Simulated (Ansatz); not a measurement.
# CH₄ (singlet): the correlation ladder at distance C1–H3 = 1.090 Å, 6-31G

How much of the correlation energy of CH₄ (singlet) does each wave-function method recover here?

Program: Ansatz 0.2.0, Gaussian basis. Level of theory: 6-31G, core rule «outside noble gas», up to 1 orbitals frozen. These are calculated values, not measurements.

The runs, in order: UHF; CCSD(T) on RHF; BCCD(T) on RHF; CISD; CCSDT(Q) on RHF; CISDTQ; CCSDTQ on RHF; CASSCF and MRCISD+Q, 2 electrons in 2 orbitals; CASSCF and NEVPT2, 2 electrons in 2 orbitals; CASSCF and MRCISD+Q, 8 electrons in 8 orbitals; CASSCF and MRCISD+Q(relaxed), 8 electrons in 8 orbitals; CASSCF and NEVPT2, 8 electrons in 8 orbitals; Full CI.

18 further runs of the same task are left out: 13 that didn't finish, 5 set aside as unsound or not needed.

### 1 What is computed

The geometry derives from a PBE0/def2-TZVP stationary point (not a proven minimum). One bond is set to the value named and the two fragments are kept rigid.

5 atoms, charge 0, spin multiplicity 1.

Atoms are counted from 1 here; the program's logs count them from 0.

Bond lengths: C1–H2 1.090 Å, C1–H3 1.090 Å, C1–H4 1.090 Å, C1–H5 1.090 Å. Angles: H2–C1–H3 109.5°, H2–C1–H4 109.5°, H2–C1–H5 109.5°, H3–C1–H4 109.5°, H3–C1–H5 109.5°, H4–C1–H5 109.5°.

Coordinates:

```xyz
5
CH4
C     0.0000    0.0000    0.0000
H     0.6280    0.6300    0.6292
H    -0.6316   -0.6267    0.6289
H    -0.6266    0.6282   -0.6325
H     0.6301   -0.6314   -0.6257
```

### 2 UHF

The input, in.yaml:

```yaml
crystal:
  periodic: [false, false, false]
  atoms:
    - {symbol: C, position_ang: [0.000000, 0.000000, 0.000000]}
    - {symbol: H, position_ang: [0.628037, 0.630011, 0.629222]}
    - {symbol: H, position_ang: [-0.631581, -0.626732, 0.628949]}
    - {symbol: H, position_ang: [-0.626594, 0.628165, -0.632497]}
    - {symbol: H, position_ang: [0.630138, -0.631444, -0.625675]}
basis:
  gaussian: {orbitals: 6-31G}
magnetization: {spin_polarized: true, initial_magnetization: 0}
hamiltonian: {xc: hf}
output: {orbitals: {seedname: orbitals}}
```

Run with:

```bash
ansatz run in.yaml --threads 1 --pin off --events-out ev --progress --plain --max-ram 2393MiB
```

The runs that follow: CCSD(T) on RHF; BCCD(T) on RHF; CISD; CCSDT(Q) on RHF; CISDTQ; CCSDTQ on RHF; CASSCF and MRCISD+Q, 2 electrons in 2 orbitals; CASSCF and NEVPT2, 2 electrons in 2 orbitals; CASSCF and MRCISD+Q, 8 electrons in 8 orbitals; CASSCF and MRCISD+Q(relaxed), 8 electrons in 8 orbitals; CASSCF and NEVPT2, 8 electrons in 8 orbitals; Full CI.

Q: Predict the results of all the runs planned. Wanted: FCI below the RHF energy; RMP2 from FCI; RCCSD from FCI; RCCSD(T) from FCI; RCCSDT(Q) from FCI; NEVPT2 pair from FCI; MRCISD+Q pair from FCI; NEVPT2 valence from FCI; T1 diagnostic.

**Answer**, as computed:

```
                         quantity                                                                                                                              value
         FCI below the RHF energy                                                                                                                         -3.2562 eV
                    RMP2 from FCI                                                                                                                         +572.1 meV
                   RCCSD from FCI                                                                                                                          +51.8 meV
                RCCSD(T) from FCI                                                                                                                           +8.2 meV
               RCCSDT(Q) from FCI                                                                                                                           +0.1 meV
             NEVPT2 pair from FCI                                                                                                                         +504.7 meV
           MRCISD+Q pair from FCI                                                                                                                          +14.9 meV
          NEVPT2 valence from FCI                                                                                                                         +237.1 meV
levels within 1 kcal/mol (43 meV)  RCCSD(T), BCCD(T), RCCSDT, CISDTQ, RCCSDT(Q), RCCSDTQ, MRCISD+Q pair, MRCISD valence, MRCISD+Q valence, MRCISD+Q(relaxed) valence
                    T1 diagnostic                                                                                                                              0.004
   effectively unpaired electrons                                                                                                                               0.02
```

In words: RCCSD(T) lands +8.2 meV from the yardstick (0.3 % of the correlation energy). MRCISD+Q(relaxed) valence falls below full CI: the +Q correction isn't variational, and the cores differ from full CI's. One determinant dominates. Of the multireference levels listed MRCISD+Q valence comes nearest in total energy (-1.5 meV), which doesn't show that its space is the better one. These misses are within one basis, not against nature.
